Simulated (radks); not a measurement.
# B²⁺ in [He] 2s1: an all-electron calculation

The task here is to estimate one member of a computed series from the others.

Method: Dirac Kohn-Sham, PBE, spin-unpolarised, spherical densities, finite nucleus. Code: radks (a radial shooting solver on a logarithmic mesh, Libxc functionals) version 1.

## Starting point

* element: boron (Z = 5)
* charge: +2
* electrons: 3
* configuration: [He] 2s1
* nuclear rms radius: 2.406 fm

Outer shells as boxes (Hund's rule):

B²⁺
```
[He] core
2s [↑ ]
```

Set-up of the first run:

Input:

```text
Z 5
configuration [He] 2s1 2p0 3s0
relativity Dirac
functional pbe,pbe
spin unpolarised
j_filling energy
nucleus finite rms 2.406 fm
c 137.035999084
```

Started as:

```console
python run_ks.py task.json out
```

All runs below come from this command, one after another.

Among the steps run: Self-consistent calculation.

One of the session's tables, all rows but one given; the rest of the session is left out.

Sizes of the orbitals, from the radial functions (bohr):

| level | <r> | outermost maximum (interpolated) | 90 % within |
| --- | --- | --- | --- |
| 1s1/2 | 0.3282 | 0.210 | 0.590 |
| 2s1/2 | 1.640 | 1.37 | 2.53 |
| 2p1/2 | ? | ? | ? |
| 2p3/2 | 1.592 | 1.26 | 2.58 |

**Question.** Estimate the row for 2p1/2.

The run gave: <r>: 1.591; outermost maximum (interpolated): 1.26; 90 % within: 2.58. In the column «<r>» it lies between 1s1/2 (0.3282) and 2p3/2 (1.592).

To keep in mind: Spin polarisation and multiplet splitting are left out.
